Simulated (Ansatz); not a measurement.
Al3H4⁻, relaxed as a singlet with RKS r2SCAN-D4/def2-TZVPD in Ansatz, starting from the GFN1-xTB geometry. Force threshold 0.02 eV/Å.

The restricted singlet is unstable towards broken spin symmetry in Hartree–Fock (as tested in another run); at r2SCAN-D4/def2-TZVPD this wasn't settled. Another isomer (singlet) lies 0.69 eV lower at PBE0-D4/def2-TZVPD; other spin states weren't run for this one.

Start:

```
atom   x (Å)   y (Å)   z (Å)
 Al1   1.456  -1.350   1.317
 Al2  -0.418   0.045   0.292
 Al3  -0.690   2.455  -0.559
  H4  -0.264  -1.791   2.116
  H5  -1.512   1.079  -1.665
  H6   0.920   1.549  -1.197
  H7   0.507  -1.988  -0.304
```

| step | energy (eV) | largest force component (eV/Å) | SCF passes |
| --- | --- | --- | --- |
| 1 | -19851.7103 | 1.190 | 19 |
| 2 | -19852.6520 | 0.725 | 25 |
| 3 | -19853.0260 | 0.573 | 26 |
| 4 | -19853.3139 | 0.356 | 21 |
| 5 | -19853.4567 | 0.185 | 20 |
| 6 | -19853.5003 | 0.140 | 21 |
| 7 | -19853.5329 | 0.129 | 22 |
| 8 | -19853.5850 | 0.180 | 22 |
| 9 | -19853.6617 | 0.287 | 21 |
| 10 | -19853.7567 | 0.238 | 21 |
| 11 | -19853.8086 | 0.196 | 21 |
| 12 | -19853.8629 | 0.081 | 20 |
| 13 | -19853.8741 | 0.030 | 20 |
| 14 (rejected) | -19853.8731 | 0.061 | 20 |
| 15 | -19853.8748 | 0.004 | 20 |

Force components are those of the run's own axes.

End:

Cartesian coordinates in Å:
```
Al 1.0526 -1.7456 1.5188
Al 0.0948 0.1357 0.1604
Al -0.6747 2.2897 -0.8748
H -0.6040 -1.2610 1.0193
H -1.4971 0.8208 -0.2401
H 0.3750 0.9322 -1.4088
H 1.2534 -1.1718 -0.1748
```

Bonds formed: Al1–H4, Al1–H7, Al2–H4, Al2–H5, Al2–H6, Al2–H7, Al3–H5, Al3–H6 (atoms count from 1).

No frequencies were taken in this run, so the end may be a saddle point.

It took 29 s on 4 threads of Arm Neoverse V2 on a shared host.
